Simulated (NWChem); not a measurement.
Cl cation, triplet

Program: NWChem. Pople sets run with spherical d functions. Spin-unrestricted. The open p shell is one determinant without spherical averaging. No stability test was run on the SCF state.

Predict the results for PBE0/6-31+G*. Quantities: highest occupied level (eV); lowest empty minus highest occupied level, either spin (eV); <S²>.


| Quantity | Value |
|---|---|
| highest occupied level (eV) | -19.85 |
| lowest empty minus highest occupied level, either spin (eV) | 3.51 |
| <S²> | 2.00 |
